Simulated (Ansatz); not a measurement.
# NH2O (doublet): the correlation ladder at a displaced geometry (v2), cc-pVDZ

An exercise on one series of results from a longer session: the logs are not shown, and one member is left open.

Program: Ansatz 0.2.0, Gaussian basis. Level of theory: cc-pVDZ, core rule «outside noble gas», up to 2 orbitals frozen. These are calculated values, not measurements.

Plan: UHF; CCSD(T) on ROHF; CCSD(T) on UHF; BCCD(T) on ROHF; CISD; CCSDT(Q) on ROHF; CCSDT(Q) on UHF; CASSCF and MRCISD+Q, 13 electrons in 10 orbitals; CASSCF and NEVPT2, 13 electrons in 10 orbitals.

18 further runs of the same task are left out: 9 that didn't finish, 9 set aside as unsound or not needed.

## What is computed

The geometry is a PBE0/def2-TZVP stationary point (not a proven minimum) with its atoms shifted at random (size 0.100 Å).

4 atoms, charge 0, spin multiplicity 2.

Atoms are counted from 1 here; the program's logs count them from 0.

Bond lengths: N1–O2 1.261 Å, N1–H3 0.999 Å, N1–H4 1.093 Å. Angles: O2–N1–H3 119.5°, O2–N1–H4 119.2°, H3–N1–H4 119.7°.

Geometry (Å):

```xyz
4
H2NO
N     0.0853   -0.0009    0.5918
O    -0.0796    0.0074   -0.6585
H    -0.0029    0.8512    1.1052
H     0.0802   -0.9565    1.1234
```

The first run:

The input, in.yaml:

```yaml
crystal:
  periodic: [false, false, false]
  atoms:
    - {symbol: N, position_ang: [0.085317, -0.000930, 0.591837]}
    - {symbol: O, position_ang: [-0.079557, 0.007444, -0.658519]}
    - {symbol: H, position_ang: [-0.002936, 0.851240, 1.105156]}
    - {symbol: H, position_ang: [0.080172, -0.956470, 1.123370]}
basis:
  gaussian: {orbitals: cc-pVDZ}
magnetization: {spin_polarized: true, initial_magnetization: 1}
hamiltonian: {xc: hf}
output: {orbitals: {seedname: orbitals}}
```

Launch:

```bash
ansatz run in.yaml --threads 1 --pin off --events-out ev --progress --plain --max-ram 2393MiB
```

Among the steps run: UHF; CCSD(T) on ROHF; CCSD(T) on UHF; BCCD(T) on ROHF; CISD; CCSDT(Q) on ROHF; CCSDT(Q) on UHF; CASSCF and MRCISD+Q, 13 electrons in 10 orbitals; CASSCF and NEVPT2, 13 electrons in 10 orbitals.

One table of the session follows, with a row left open; its other results are not shown here.

```
          method  from UCCSDT(Q) (meV)
            ROHF              +10101.4
             UHF               +9905.6
            RMP2                +779.3
            UMP2                +830.0
            CISD               +1018.3
           RCCSD                +276.1
           UCCSD                +267.8
        RCCSD(T)                 +40.9
        UCCSD(T)                 +40.2
         BCCD(T)                 +39.5
          RCCSDT                     ?
          UCCSDT                 +28.2
       RCCSDT(Q)                  +0.5
       UCCSDT(Q)                     0
  CASSCF valence               +7298.8
  NEVPT2 valence               +1107.2
  MRCISD valence                +482.3
MRCISD+Q valence                 +44.9
```

Estimate the missing values for RCCSDT.

The run gave: from UCCSDT(Q) (meV): +29.4. In the column «from UCCSDT(Q) (meV)» it lies between UCCSDT (+28.2) and BCCD(T) (+39.5).

Caveats from the session: Restricted and unrestricted rows rest on different reference determinants; where their highest levels disagree by more than a few hundredths of an eV, they describe different states and don't form one ladder.
